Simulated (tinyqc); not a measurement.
A ladder of methods, and size consistency: correlation methods against full CI in the sto-6g basis, for BH3, spin multiplicity 1. Computed by the program tinyqc with PySCF. All electrons correlated; +Q is the Davidson correction (1 - c0^2) E_corr. The last columns treat two copies 100 angstrom apart as one system. FCI is the lowest singlet.

Geometry (angstrom):

| atom | x | y | z |
|---|---|---|---|
| B | 0.0000 | 0.0000 | 0.0090 |
| H | 1.1090 | 0.0000 | 0.0000 |
| H | -0.5540 | 0.9600 | 0.0000 |
| H | -0.5540 | -0.9600 | 0.0000 |

RHF energy of one = -26.326823 hartree

Correlation energies (hartree):

| method | E_corr of one | share of FCI (%) | E_corr of two at 100 angstrom | two minus twice one (mhartree) |
|---|---|---|---|---|
| MP2 | -0.032887 | 69.8510 | -0.065774 | 0.0000 |
| CISD | -0.046076 | 97.8650 | -0.089998 | 2.1546 |
| CISD+Q | -0.047206 | 100.2649 | -0.094109 | 0.3037 |
| CCSD | -0.046792 | 99.3854 | -0.093584 | 0.0000 |
| CCSD(T) | -0.046978 | 99.7804 | -0.093956 | 0.0000 |
| FCI | -0.047081 | 100.0000 | - | - |

What does the comparison show, and why?

MP2 recovers 70 %, CISD 97.9 % and CCSD 99.4 % of the FCI value (c0^2 = 0.975 in CISD). MP2 and coupled cluster are size consistent, so their last column vanishes; CISD loses 2.15 mhartree, since a double excitation on each copy is a quadruple of the pair, and the Davidson correction leaves +0.30.
